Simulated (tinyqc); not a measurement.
UHF in the sto-3g basis, for HF, spin multiplicity 1, step by step. This run ends on a higher stationary point, not on the lowest solution. One step of it, computed by the program tinyqc.

Task: Iteration 3: building the Fock matrix. J_ij = sum D_kl (ij|kl) with D = D(alpha) + D(beta), K_ij = sum D_kl (ik|jl) for each spin; F = H + J - K(s); E = tr D H + tr D J / 2 - 0.5 sum_s tr D(s) K(s) + E_nn.

D(alpha) after iteration 2, lower triangle:
```
,1F 1s,1F 2s,1F 2px,1F 2py,1F 2pz,2H 1s
1F 1s,1.058404
1F 2s,-0.245810,1.038747
1F 2px,-0.000784,0.003974,0.999801
1F 2py,0.031341,-0.158798,0.007943,0.682611
1F 2pz,0.013979,-0.060874,0.005567,-0.222444,0.887811
2H 1s,-0.005931,-0.019852,-0.011652,0.465611,0.107151,0.415892
```

D(beta) after iteration 2, lower triangle:
```
,1F 1s,1F 2s,1F 2px,1F 2py,1F 2pz,2H 1s
1F 1s,1.058404
1F 2s,-0.245810,1.038747
1F 2px,0.000784,-0.003974,0.999801
1F 2py,-0.031341,0.158798,0.007943,0.682611
1F 2pz,0.013979,-0.060874,-0.005567,0.222444,0.887811
2H 1s,-0.005931,-0.019852,0.011652,-0.465611,0.107151,0.415892
```

core Hamiltonian H = T + V (hartree), lower triangle:
```
,1F 1s,1F 2s,1F 2px,1F 2py,1F 2pz,2H 1s
1F 1s,-40.420502
1F 2s,-9.483791,-10.898620
1F 2px,0.000000,0.000000,-8.581983
1F 2py,0.000000,0.000000,0.000000,-8.581983
1F 2pz,-0.007072,-0.088312,0.000000,0.000000,-8.624491
2H 1s,-0.736066,-1.836974,0.000000,0.000000,-1.349116,-3.997641
```

Two-electron integrals (ij|kl) in chemists' order, unique and non-zero (hartree):
```
i,j,k,l,(ij|kl)
1,1,1,1,5.403501
2,1,1,1,0.841920
2,1,2,1,0.156299
2,2,1,1,1.268028
2,2,2,1,0.292344
2,2,2,2,0.926167
3,1,3,1,0.027998
3,2,3,1,0.043169
3,2,3,2,0.204588
3,3,1,1,1.264502
3,3,2,1,0.292403
3,3,2,2,0.925959
3,3,3,3,0.997514
4,1,4,1,0.027998
4,2,4,1,0.043169
4,2,4,2,0.204588
4,3,4,3,0.053770
4,4,1,1,1.264502
4,4,2,1,0.292403
4,4,2,2,0.925959
4,4,3,3,0.889973
4,4,4,4,0.997514
5,1,5,1,0.027998
5,2,5,1,0.043169
5,2,5,2,0.204588
5,3,5,3,0.053770
5,4,5,4,0.053770
5,5,1,1,1.264502
5,5,2,1,0.292403
5,5,2,2,0.925959
5,5,3,3,0.889973
5,5,4,4,0.889973
5,5,5,5,0.997514
6,1,1,1,0.065514
6,1,2,1,0.012070
6,1,2,2,0.022471
6,1,3,3,0.022439
6,1,4,4,0.022439
6,1,5,1,0.000464
6,1,5,2,0.000880
6,1,5,5,0.022537
6,1,6,1,0.000941
6,2,1,1,0.187656
6,2,2,1,0.043939
6,2,2,2,0.158091
6,2,3,3,0.155723
6,2,4,4,0.155723
6,2,5,1,0.002940
6,2,5,2,0.024330
6,2,5,5,0.162668
6,2,6,1,0.003445
6,2,6,2,0.035013
6,3,3,1,0.004331
6,3,3,2,0.026707
6,3,5,3,0.004944
6,3,6,3,0.004913
6,4,4,1,0.004331
6,4,4,2,0.026707
6,4,5,4,0.004944
6,4,6,4,0.004913
6,5,1,1,0.136921
6,5,2,1,0.032444
6,5,2,2,0.125138
6,5,3,3,0.120063
6,5,4,4,0.120063
6,5,5,1,0.006193
6,5,5,2,0.044560
6,5,5,5,0.135146
6,5,6,1,0.002632
6,5,6,2,0.034173
6,5,6,5,0.038106
6,6,1,1,0.392245
6,6,2,1,0.093292
6,6,2,2,0.388152
6,6,3,3,0.377203
6,6,4,4,0.377203
6,6,5,1,0.006674
6,6,5,2,0.079390
6,6,5,5,0.409779
6,6,6,1,0.007331
6,6,6,2,0.117776
6,6,6,5,0.134875
6,6,6,6,0.774606
```

nuclear repulsion = 3.55948797 hartree

Give: Coulomb J; exchange K(alpha); exchange K(beta); F(alpha); F(beta); total energy of this density.

Result:

Coulomb J (hartree), lower triangle:
```
,1F 1s,1F 2s,1F 2px,1F 2py,1F 2pz,2H 1s
1F 1s,20.113
1F 2s,3.827,9.444
1F 2px,0.000,0.000,9.455
1F 2py,0.000,0.000,0.002,9.387
1F 2pz,-0.001,0.036,0.000,0.000,9.464
2H 1s,0.296,1.599,0.000,0.000,1.277,4.215
```

exchange K(alpha) (hartree), lower triangle:
```
,1F 1s,1F 2s,1F 2px,1F 2py,1F 2pz,2H 1s
1F 1s,5.539
1F 2s,0.955,1.523
1F 2px,0.000,0.002,1.305
1F 2py,0.000,-0.084,0.007,1.005
1F 2pz,0.000,-0.031,0.004,-0.152,1.240
2H 1s,0.078,0.289,-0.003,0.122,0.243,0.420
```

exchange K(beta) (hartree), lower triangle:
```
,1F 1s,1F 2s,1F 2px,1F 2py,1F 2pz,2H 1s
1F 1s,5.539
1F 2s,0.955,1.523
1F 2px,0.000,-0.002,1.305
1F 2py,0.000,0.084,0.007,1.005
1F 2pz,0.000,-0.031,-0.004,0.152,1.240
2H 1s,0.078,0.289,0.003,-0.122,0.243,0.420
```

F(alpha) (hartree), lower triangle:
```
,1F 1s,1F 2s,1F 2px,1F 2py,1F 2pz,2H 1s
1F 1s,-25.846
1F 2s,-6.612,-2.977
1F 2px,0.000,-0.002,-0.432
1F 2py,0.000,0.084,-0.006,-0.200
1F 2pz,-0.008,-0.022,-0.004,0.152,-0.400
2H 1s,-0.519,-0.526,0.003,-0.122,-0.315,-0.202
```

F(beta) (hartree), lower triangle:
```
,1F 1s,1F 2s,1F 2px,1F 2py,1F 2pz,2H 1s
1F 1s,-25.846
1F 2s,-6.612,-2.977
1F 2px,0.000,0.002,-0.432
1F 2py,0.000,-0.084,-0.006,-0.200
1F 2pz,-0.008,-0.022,0.004,-0.152,-0.400
2H 1s,-0.519,-0.526,-0.003,0.122,-0.315,-0.202
```

total energy of this density = -98.28624 hartree
